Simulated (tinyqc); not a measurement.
UHF in the sto-3g basis, for OH+, spin multiplicity 3, step by step. One step of it, computed by the program tinyqc.

Question. Iteration 2: DIIS coefficients. Solve [B -1; -1 0][c; lambda] = [0; -1] for the coefficients, which sum to one.

B (overlaps of the stored error matrices):
```
                1               2
1   1.7780951e-01  -1.6292971e-02
2  -1.6292971e-02   3.4561010e-02
```

Give: DIIS coefficients.

Answer.

DIIS coefficients: 0.2076  0.7924
